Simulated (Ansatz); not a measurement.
The input, for Ansatz 0.2.0:

```yaml
crystal:
  periodic: [false, false, false]
  atoms:
    - {symbol: B, position_ang: [0.000000, 0.000000, 1.533744]}
    - {symbol: O, position_ang: [0.000000, 0.000000, -0.140301]}
    - {symbol: H, position_ang: [0.000000, 0.000000, -1.393443]}
basis:
  gaussian: {orbitals: 6-31G}
magnetization: {spin_polarized: false}
correlation: {method: ccsdtq, electrons: outside_noble_gas}
```

```sh
$ ansatz run in.yaml --threads 1 --pin off --events-out ev --progress --plain --max-ram 2393MiB
```

(1) Roughly how long does this take on 1 thread of Arm Neoverse V1, shared host, and how much host memory?

```
390 factors; integrals over basis functions are off by at most 7.4e-8 eV
mean field evaluation 1: about -2716.3975 eV, gradient 3.6e1 eV
mean field evaluation 2: about -2716.4002 eV, gradient 3.6e1 eV
mean field evaluation 4: about -2719.3096 eV, gradient 1.8e0 eV
mean field evaluation 8: about -2719.3331 eV, gradient 5.7e-4 eV
mean field evaluation 16: about -2719.3306 eV, gradient 5.5e-1 eV
mean field -2719.33311270 eV, -99.9336486616 hartree, gradient 3.7e-6 eV, S^2 0.000000; 0 other end points of the search recorded, 0 dependent functions left out
2 core orbitals not correlated: weight in the atoms' cores, before any rotation towards them, 1.000 or more for the frozen orbitals, at most 0.000 for the correlated occupied ones
reference -2719.33311270 eV, -99.9336486616 hartree; 5, 5 occupied and 13, 13 virtual orbitals, 390 factors
second order -5.11026726 eV of doubles, -0.00000000 eV of singles
cycle   1  -5.02546910 eV  change    8.5e-2 eV  update   1.4e-1
cycle   2  -5.47355355 eV  change   -4.5e-1 eV  update   1.0e-1
cycle   3  -5.82525959 eV  change   -3.5e-1 eV  update   5.5e-2
cycle   4  -5.85780973 eV  change   -3.3e-2 eV  update   3.6e-2
cycle   5  -5.84279927 eV  change    1.5e-2 eV  update   1.8e-2
cycle   6  -5.86677899 eV  change   -2.4e-2 eV  update   2.1e-2
cycle   7  -5.87260919 eV  change   -5.8e-3 eV  update   5.2e-3
cycle   8  -5.86844366 eV  change    4.2e-3 eV  update   6.3e-3
cycle   9  -5.86923240 eV  change   -7.9e-4 eV  update   1.3e-3
cycle  10  -5.87011361 eV  change   -8.8e-4 eV  update   2.4e-3
cycle  11  -5.86955334 eV  change    5.6e-4 eV  update   6.7e-4
cycle  12  -5.86968100 eV  change   -1.3e-4 eV  update   3.5e-4
cycle  13  -5.86953019 eV  change    1.5e-4 eV  update   1.7e-4
cycle  14  -5.86944338 eV  change    8.7e-5 eV  update   4.8e-5
cycle  15  -5.86939060 eV  change    5.3e-5 eV  update   2.5e-5
cycle  16  -5.86938788 eV  change    2.7e-6 eV  update   2.2e-5
cycle  17  -5.86938550 eV  change    2.4e-6 eV  update   9.3e-6
cycle  18  -5.86938373 eV  change    1.8e-6 eV  update   4.1e-6
cycle  19  -5.86938348 eV  change    2.6e-7 eV  update   1.9e-6
cycle  20  -5.86938270 eV  change    7.8e-7 eV  update   1.4e-6
cycle  21  -5.86938298 eV  change   -2.8e-7 eV  update   6.3e-7
Total energy: -2725.20249568 eV, -100.1493445077 hartree
```

For the same geometry and basis full CI lies 2.8 meV higher.

## Answers

(1) 10 s wall and 0.17 GiB.
